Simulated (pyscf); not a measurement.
A first-order saddle from PySCF, ωB97X-D3(BJ)/def2-SVP:

```xyz
6

Ge     1.0394     0.4170    -0.2593
H      0.5323     1.6718    -1.0142
H      1.7601     0.9563     0.9950
O     -0.6298    -0.4154     0.4957
H      0.2808    -1.0077    -0.3609
H     -1.4027    -0.1715    -0.0365
```
Charge 0, spin multiplicity 1.

Surface: singlet, charge 0. Lowest wavenumbers (cm⁻¹): 1548i, 352, 488, 561, 717.

Task: Which two sides does it connect, and which bonds change?

Result: `[GeH2]` [singlet] + `[OH2]` ⇌ `[OH][GeH3]`, an insertion read from left to right: H–O broken and Ge–O, Ge–H formed. At CCSD(T)/def2-TZVPP + ΔMP2(QZVPP) it lies +17.4 kcal/mol from the left side and +62.3 kcal/mol from the right (each side as separated species at their lowest minima found). On the reactant side the descent ends in an adduct with a Ge–O contact, 16.6 kcal/mol under the separated species and 33.0 kcal/mol under the saddle at ωB97X-D3(BJ)/def2-TZVP. What is counted as formed (Ge–O) is already present as a longer contact in the reactant adduct; forming that adduct is a step of its own. The same reactants have a lower exit, to HO–GeH: [singlet] + H₂ (barrier +8.4 kcal/mol at ωB97M-D3(BJ), against +19.0 kcal/mol here). This is the saddle that the search found; another between the same sides may lie lower. The CCSD(T) − MP2 part came from Ansatz, without density fitting, on the same reference. The frozen core leaves the outer d or s,p core shells of the metals and heavy elements correlated in the MP2 and CC values, and def2-TZVPP describes them poorly, which can shift differences by a few kcal/mol. Elements up to Kr have no core potential and no relativistic terms here.
